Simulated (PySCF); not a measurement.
C₄H₈.
Geometry (PBE0-D3(BJ)/def2-SVP, Å), atoms numbered from 1 in this order:
```xyz
12
C4H8 angstrom
C      1.5623   -0.4629    0.1012
C      0.7046    0.7300   -0.1673
C     -0.6331    0.7902   -0.1778
C     -1.5990   -0.3205    0.0763
H      2.2243   -0.2847    0.9654
H      2.2231   -0.6733   -0.7567
H      0.9804   -1.3719    0.3067
H      1.2469    1.6596   -0.3791
H     -1.0863    1.7646   -0.3975
H     -1.1046   -1.2775    0.2927
H     -2.2574   -0.0817    0.9286
H     -2.2609   -0.4727   -0.7930
```

Lines to be assigned: C 1s: 290.11 (area 2), 290.68 (area 2) eV.

Level of theory: delta-SCF UKS SCAN, pcX-2 on the ionised atom, pcseg-1 elsewhere, spin-free X2C (PySCF 2.14.0). Geometry: PBE0-D3(BJ)/def2-SVP; no solvent, vibrations or thermal averaging.

Assign the C 1s lines to atoms.

290.11 eV: C2/C3 (alkene CH carbon); 290.68 eV: C1/C4 (allylic carbon). The listed C 1s values span 0.57 eV, from C2/C3 (bonded to C (double bond), C and H) to C1/C4 (bonded to C and 3 H). Summing the Pauling electronegativity differences to the bonded atoms, each weighted by its formal bond order, gives -0.35 for the lowest site and -1.05 for the highest; the largest sum, -0.35, belongs to C2/C3, 0.57 eV below the top. The smallest sum, -1.05, belongs to C1/C4, 0.57 eV above the lowest.

Bonded neighbours of each site: C1/C4: C and 3 H; C2/C3: C (double bond), C and H.

Express the binding energy of C 1s of C1/C4 in atomic units and per mole.

290.68 eV = 10.6823 Eh = 28046 kJ/mol.

The first atom of each set that the bonding makes equivalent was ionised and stands for the set.
